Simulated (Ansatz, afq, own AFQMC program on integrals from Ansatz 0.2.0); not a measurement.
## C₂H₃, doublet: a scan with AFQMC

| atom | x (Å) | y (Å) | z (Å) |
| --- | --- | --- | --- |
| C | -0.0118 | 0.0000 | 0.5946 |
| C | -0.0254 | 0.0000 | -0.8330 |
| H | 1.1094 | 0.0000 | 0.6111 |
| H | -0.3330 | 0.9129 | 1.1148 |
| H | -0.3330 | -0.9129 | 1.1148 |

All coordinates are scaled about the centre. Energies in mEh count from this geometry (1.000) at the same level; the start stands on UHF, each point on the determinant named.

Basis cc-pVDZ. Only valence electrons are correlated. Ansatz 0.2.0 and our own AFQMC program on the same integrals; the CISD trial comes from CCSD amplitudes, and released means the phaseless constraint is let go. Error bars are statistical, one sigma.

Cautions, each for one point or more: (T) is large; a spin-contaminated unrestricted determinant lies lower; an unrestricted solution with more broken spin lies lower; cluster runs in doubt by the program's own checks; higher spins were not checked; raised T1 diagnostic; strong correlation; the ph-AFQMC/CISD walk drifts between its halves; the search met a lower determinant of the same kind, perhaps of another symmetry, and this one is a saddle point; unrestricted determinant slightly spin contaminated; unrestricted determinant spin contaminated; walk and cluster series may follow different spin states.

```json
{"scale of all distances": "0.873", "det.": "UHF", "T1": "0.019", "weight": "0.90", "⟨S²⟩": "0.78", "r2SCAN": "88.1", "B2PLYP": "89.8", "CCSD(T)": "97.9"}
{"scale of all distances": "1.136", "det.": "UHF", "T1": "0.045", "weight": "0.84", "⟨S²⟩": "0.89", "r2SCAN": "42.1", "B2PLYP": "42.0", "CCSD(T)": "36.7"}
{"scale of all distances": "1.320", "det.": "ROHF‡", "T1": "0.021", "weight": "0.84", "⟨S²⟩": "pure", "r2SCAN": "174.3", "B2PLYP": "175.9", "CCSD(T)": "164.9"}
{"scale of all distances": "1.476", "det.": "ROHF", "T1": "0.027", "weight": "0.80", "⟨S²⟩": "pure", "r2SCAN": "296.1", "B2PLYP": "301.0", "CCSD(T)": "282.7"}
{"scale of all distances": "1.754", "det.": "UHF†¶", "T1": "0.136", "weight": "0.48", "⟨S²⟩": "2.99", "r2SCAN": "–", "B2PLYP": "–", "CCSD(T)": "457.2"}
{"scale of all distances": "2.033", "det.": "UHF¶", "T1": "0.104", "weight": "0.50", "⟨S²⟩": "3.46", "r2SCAN": "557.4§", "B2PLYP": "568.6§", "CCSD(T)": "536.8"}
```

**Question.** Estimate the curve of phaseless AFQMC with a CISD trial, counted from the same start.

**Answer.** 
```
scale of all distances   det.     T1  weight  ⟨S²⟩  ph-AFQMC/CISD  released AFQMC
                 0.873    UHF  0.019    0.90  0.78     98.9 ± 0.7      97.9 ± 0.9
                 1.136    UHF  0.045    0.84  0.89     36.8 ± 0.9     36.3 ± 1.2*
                 1.320  ROHF‡  0.021    0.84  pure    162.6 ± 1.2    162.9 ± 1.5*
                 1.476   ROHF  0.027    0.80  pure    284.8 ± 1.4    282.0 ± 2.0*
                 1.754  UHF†¶  0.136    0.48  2.99    454.6 ± 1.8               –
                 2.033   UHF¶  0.104    0.50  3.46    535.7 ± 1.6               –
```

Weight is that of the determinant in the CISD state; at the start T1 is 0.036 and the weight 0.87, and ⟨S²⟩ is 0.84. ¶ marks points with a poor determinant and no full CI, where no value is sure; they don't count among the departures. An asterisk marks released energies that aren't shown to be converged. A dagger marks points whose determinant fills other symmetries than the start's, so the wave-function levels may follow another state there, or a degenerate partner. A double dagger marks points where the walks on two determinants ended up to 2.0 mEh apart; the lower is shown. A dash marks a missing value, a released energy that hasn't settled or a functional that sits on another state. § marks a functional whose ⟨S²⟩ is too high by over 0.1. Largest departures from phaseless AFQMC with a CISD trial: CCSD(T) 2.3 mEh at 1.320 (on ROHF) (within the noise), r2SCAN 11.7 mEh at 1.320, B2PLYP 16.2 mEh at 1.476. The walk's constraint bias lies outside its error bars, so these are departures and not errors. Functionals count only at points shown to share the start's state and spin. In this small basis the wave-function levels are far from their limit, so their gap to the functionals isn't the functionals' error.

A walk keeps the symmetry of its determinant, which the program's search chose and which needn't be the lowest solution, so a lower state of the same spin and another symmetry isn't excluded.
